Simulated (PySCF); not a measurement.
C3H8NS (doublet state).
Geometry (GFN2-xTB, Å), atoms numbered from 1 in this order:
```xyz
13
C3H8NS angstrom
C     -1.378   -0.137    0.955
C     -0.625    0.055   -0.369
C      0.855    0.149   -0.195
N      1.561   -1.027   -0.036
S      1.513    1.586    0.601
H     -1.057   -1.049    1.454
H     -1.185    0.702    1.619
H     -2.449   -0.201    0.775
H     -0.833   -0.787   -1.034
H     -0.990    0.967   -0.849
H      2.503   -0.913    0.307
H      1.074   -1.808    0.387
H      1.006    2.465   -0.268
```

The hyperfine couplings belong to this conformer and change with its torsions.

As a line formula: `CC[C](N)S` [radical].

Computed with UKS B3LYP, pcH-1 on C H N S, non-relativistic, mean-field spin-orbit, GIAO (PySCF). Isolated species at its GFN2-xTB geometry (one conformer only). Couplings are sensitive to structure, and on GFN2-xTB geometries they can be far from those on DFT ones. Stability of the SCF solution: not tested.

Principal values of hyperfine tensors in MHz (contact, dipolar and spin–orbit terms together), for some of the nuclei:

```csv
atom,isotope,A1,A2,A3
C3,13C,148.05,149.12,350.65
C1,13C,36.52,36.69,49.79
H10,1H,27.68,28.67,42.24
H13,1H,26.13,27.87,37.74
N4,14N,17.19,18.13,43.29
C2,13C,-15.64,-15.28,-10.22
H11,1H,-20.38,-17.51,3.59
H9,1H,5.30,6.10,19.28
```

(1) Split each tensor into its isotropic and traceless parts, and turn a_iso into mT with g = 2.0029.

(2) What spin density at the nucleus of N4 lies behind its contact coupling (g_N = 0.40376)?

(3) H12 (1H, g_N = 5.58569) isn't in the table. Its spin density at the nucleus is 0.01282 bohr⁻³. What is its contact coupling?

(4) Name the largest traceless tensor T of the table and describe it.

(5) In a single crystal, with the field along each principal axis of the tensor of H10 in turn, what first-order splitting does this nucleus give (isotropic g, quadrupole terms neglected)?

Results:

(1) a_iso = (A1 + A2 + A3)/3, Ti = Ai − a_iso; 1 mT corresponds to 28.034 MHz. The tensors hold a spin–orbit part: the run splits a_iso into a_FC + a_SO, and T includes its anisotropic share.

```csv
atom,a_iso (MHz),a_FC,a_SO,a_iso (mT),T1,T2,T3
C3,215.94,215.78,0.16,7.703,-67.89,-66.82,134.71
C1,41.00,41.01,-0.01,1.463,-4.48,-4.31,8.79
H10,32.87,32.86,0.01,1.172,-5.19,-4.19,9.38
H13,30.58,30.57,0.01,1.091,-4.45,-2.71,7.16
N4,26.20,26.23,-0.03,0.935,-9.01,-8.08,17.09
C2,-13.71,-13.72,0.01,-0.489,-1.93,-1.57,3.50
H11,-11.43,-11.46,0.03,-0.408,-8.94,-6.08,15.02
H9,10.23,10.23,0.00,0.365,-4.93,-4.13,9.05
```

(2) a_FC = (2μ0/3) gₑ μB g_N μN ρ(0)/(2S·h) = 800.24 MHz × g_N × ρ(0)/(2S), with ρ in bohr⁻³. With a_FC = 26.23 MHz and 2S = 1, ρ(0) = 0.08119 bohr⁻³.

(3) By the same relation, a_FC = 57.3 MHz. Its full tensor has the principal values 47.18, 52.09, 72.64 MHz.

(4) C3: -67.9, -66.8, 134.7 MHz (the dipolar term alone has -67.7, -67.2, 134.9), axial, in the ratio −1:−1:+2, the form that spin in one p orbital centred on that nucleus gives.

(5) 2 lines (I = 1/2), spaced by |A_i|/(g × 13.996): 0.99, 1.02, 1.51 mT along the axes of A1, A2 and A3.
